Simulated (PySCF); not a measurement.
Excitations are Tamm–Dancoff values on a coarser integration grid. The basis has no diffuse functions, so Rydberg states are missing or too high.

Z-matrix (Å, degrees):
```
B
Cl 1 1.7369
Cl 1 1.7370 2 120.00
Cl 1 1.7370 2 120.00 3 -180.00
```
Charge 0, multiplicity 1.

### Question
Give the S1 excitation (TDA), T1 excitation (TDA) and LUMO at the level PBE0-D3(BJ)/def2-TZVP in PySCF.

### Answer

```yaml
S1 excitation (TDA): 5.72 eV
T1 excitation (TDA): 5.52 eV
LUMO: -1.69 eV
```
